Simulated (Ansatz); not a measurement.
**C₃H₄ClN: a ladder of functionals and wavefunction methods**

One table from this session's results is given with a row withheld; the runs are named, their logs left out.

Computed with Ansatz 0.2.0, Gaussian basis. Level: functionals in def2-TZVPP, the program's frozen cores in correlated methods.

Plan: LDA (SPW92), PBE-D4, revPBE-D4, BLYP-D4, r2SCAN-D4, B97M-V, PBE0-D4, B3LYP-D4, r2SCANh-D4, r2SCAN0-D4, HSE06-D4, BHLYP-D4, CAM-B3LYP-D4, LC-ωPBE, ωB97X-V, ωB97M-V, B2PLYP, PBE-QIDH; CCSD(T)/def2-SVP; CCSD(T)/def2-TZVPP; MP2/def2-QZVPP; extrapolation to the limit; RPA on PBE.

**Structure used throughout**

The geometry comes from an earlier relaxation with PBE0-D4 in a triple-zeta def2 set; it is a stationary point, not always the lowest conformer.

SMILES `N=C1CC1Cl`, 9 atoms, charge 0, spin multiplicity 1.

Atoms are counted from 1 here; the program's logs count them from 0.

Bond lengths: N1–C2 1.250 Å, N1–H6 1.022 Å, C2–C3 1.457 Å, C2–C4 1.464 Å, C3–C4 1.534 Å, C3–H7 1.086 Å, C3–H8 1.086 Å, C4–Cl5 1.750 Å, C4–H9 1.084 Å. Angles: C2–N1–H6 110.6°, N1–C2–C3 145.6°, N1–C2–C4 150.9°, C3–C2–C4 63.4°, C2–C3–C4 58.5°, C2–C3–H7 116.9°, C2–C3–H8 120.7°, C4–C3–H7 117.3°, C4–C3–H8 116.8°, H7–C3–H8 115.0°, C2–C4–C3 58.1°, C2–C4–Cl5 120.2°, C2–C4–H9 119.3°, C3–C4–Cl5 120.3°, C3–C4–H9 117.1°, Cl5–C4–H9 112.1°.

Set-up of the first run:

The input, in.yaml:

```yaml
crystal:
  periodic: [false, false, false]
  atoms:
    - {symbol: N, position_ang: [0.080151, 1.381953, -1.331407]}
    - {symbol: C, position_ang: [0.128941, 0.500011, -0.446695]}
    - {symbol: C, position_ang: [0.860197, -0.653011, 0.061425]}
    - {symbol: C, position_ang: [-0.466572, -0.206528, 0.688681]}
    - {symbol: Cl, position_ang: [-1.913607, -1.165082, 0.468508]}
    - {symbol: H, position_ang: [-0.779865, 1.927656, -1.247322]}
    - {symbol: H, position_ang: [0.845014, -1.551666, -0.547513]}
    - {symbol: H, position_ang: [1.754687, -0.520371, 0.661952]}
    - {symbol: H, position_ang: [-0.420645, 0.240635, 1.675170]}
basis:
  gaussian: {orbitals: def2-TZVPP}
hamiltonian: {xc: lda}
output: {orbitals: {seedname: orbitals}}
```

Run with:

```bash
$ ansatz run in.yaml --threads 2 --pin off --events-out ev --progress --plain --max-ram 4352MiB
```

Steps of the session up to this table: LDA; PBE-D4 (GGA); revPBE-D4 (GGA); BLYP-D4 (GGA); r2SCAN-D4 (meta-GGA); B97M-V (meta-GGA); PBE0-D4 (hybrid); B3LYP-D4 (hybrid); r2SCANh-D4 (hybrid); r2SCAN0-D4 (hybrid); HSE06-D4 (hybrid); BHLYP-D4 (hybrid); CAM-B3LYP-D4 (range-separated); LC-ωPBE (range-separated); ωB97X-V (range-separated); ωB97M-V (range-separated); B2PLYP (double hybrid); PBE-QIDH (double hybrid).

One table of the session follows, with a row left open; its other results are not shown here.

It belongs to the step «Frontier levels by functional». 

| functional | HOMO (eV) | gap (eV) |
| --- | --- | --- |
| LDA (SPW92) | -6.05 | 3.64 |
| PBE-D4 | ? | ? |
| revPBE-D4 | -5.89 | 3.77 |
| BLYP-D4 | -5.84 | 3.80 |
| r2SCAN-D4 | -6.20 | 4.19 |
| B97M-V | -6.35 | 4.47 |
| PBE0-D4 | -7.33 | 6.19 |
| B3LYP-D4 | -7.11 | 5.75 |
| r2SCANh-D4 | -6.72 | 5.10 |
| r2SCAN0-D4 | -7.50 | 6.47 |
| HSE06-D4 | -6.93 | 5.41 |
| BHLYP-D4 | -8.65 | 8.72 |
| CAM-B3LYP-D4 | -8.73 | 8.80 |
| LC-ωPBE | -10.06 | 11.31 |
| ωB97X-V | -9.71 | 10.89 |
| ωB97M-V | -9.60 | 10.70 |

Q: Estimate the row for PBE-D4 from the others.

As computed: HOMO (eV): -5.94; gap (eV): 3.74. In the column «HOMO (eV)» it lies between LDA (SPW92) (-6.05) and revPBE-D4 (-5.89).
